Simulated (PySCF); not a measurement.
# Converging BCl⁺ in the basis (r²SCAN)

PySCF, UKS reference; doublet, unpaired electrons σ ↑; De to B⁺ + Cl without counterpoise correction.

```csv
basis,relativity,functions,Re (Å),ωe (cm⁻¹),De (eV),μ (D)
"6-31G(d,p)",no relativity,32,1.605,1155,4.38,-2.93
"6-311G(d,p)",no relativity,44,1.603,1154,4.43,-2.86
aug-cc-pVDZ/aug-cc-pV(D+d)Z,no relativity,55,1.610,1139,4.48,-2.75
def2-TZVPPD,no relativity,88,1.600,1145,4.58,-2.68
```

(1) How does each smaller set differ from the one with most functions, def2-TZVPPD?

A positive dipole points towards Cl; it is taken about the centre of mass and depends on that origin. For an ion De counts to the pair picked by the measured ionisation energies or electron affinities, which need not be the lowest pair at this level. The state is the lowest determinant that a PBE0 search found; another state may lie lower at other levels.

## Answers

(1) 6-31G(d,p): +0.5 pm, +0.9 % in ωe, -0.20 eV in De; 6-311G(d,p): +0.3 pm, +0.8 % in ωe, -0.15 eV in De; aug-cc-pVDZ/aug-cc-pV(D+d)Z: +1.0 pm, -0.5 % in ωe, -0.10 eV in De. All at r²SCAN; the set with most functions is neither the basis-set limit nor always the best.
